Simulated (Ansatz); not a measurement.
AlNH₄⁺, that is AlH2(NH2) with one electron fewer. Total charge 1; doublet. Geometry r2SCAN-D4/def2-TZVP, that of the neutral singlet; atoms count from 1.

```xyz
6

Al   -0.3726    0.7031    0.2384
H     0.0402    1.3182    1.6367
H    -1.4553    1.3303   -0.7302
N     0.4223   -0.7911   -0.2706
H     0.2422   -1.2767   -1.1360
H     1.1231   -1.2838    0.2617
```

(1) Estimate the Mulliken populations from the PBE0/def2-TZVP orbitals of Ansatz.

(2) Where does the spin sit?

(3) And the Mayer bond orders between heavy atoms (over 0.3)?

Answers

(1) 
```tsv
atom	charge (e)	spin (α − β)
Al1	0.48	0.03
H2	0.02	0.02
H3	0.02	0.02
N4	-0.18	0.98
H5	0.33	-0.03
H6	0.33	-0.03
```
Mulliken values depend strongly on the basis.

(2) Summed by element: Al 0.03, H -0.01, N 0.98, of 1 unpaired in all. Largest on single atoms: N4 0.98, Al1 0.03, H5 -0.03.

(3) Al1–N4 0.84 (1.77 Å).
